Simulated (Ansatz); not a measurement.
Trigonal Se, treated with LDA (Ansatz, an electronic-structure program, PAW).

Settings: plane-wave cutoff 520 eV, 12×12×8 k mesh (along the axes of the cell as run), scalar-relativistic PAW data made under PBE.

Cell (measured lattice):

```
Se
1.0
    4.36600     0.00000     0.00000
   -2.18300     3.78107     0.00000
    0.00000     0.00000     4.95400
Se
3
Direct
  0.00000   0.22871   0.66667
  0.22871   0.00000   0.33333
  0.77129   0.77129   0.00000
```

### Question
Predict the elastic constant C11, elastic constant C33, Poisson ratio, elastic constant C44, Voigt–Reuss–Hill bulk modulus, elastic constant C12, elastic constant C13 and elastic constant C66.

### Answer

elastic constant C11: 7.29 GPa
elastic constant C33: 73.4 GPa
Poisson ratio: 0.158
elastic constant C44: 16.7 GPa
Voigt–Reuss–Hill bulk modulus: 8.79 GPa
elastic constant C12: 0.61 GPa
elastic constant C13: 9.65 GPa
elastic constant C66: 3.34 GPa

Note: the cell isn't this level's own, so it is under some stress, which shifts stiffness and frequencies.

Elastic constants are with the ions relaxed.

The computed numbers hold no vibrational or temperature effects.
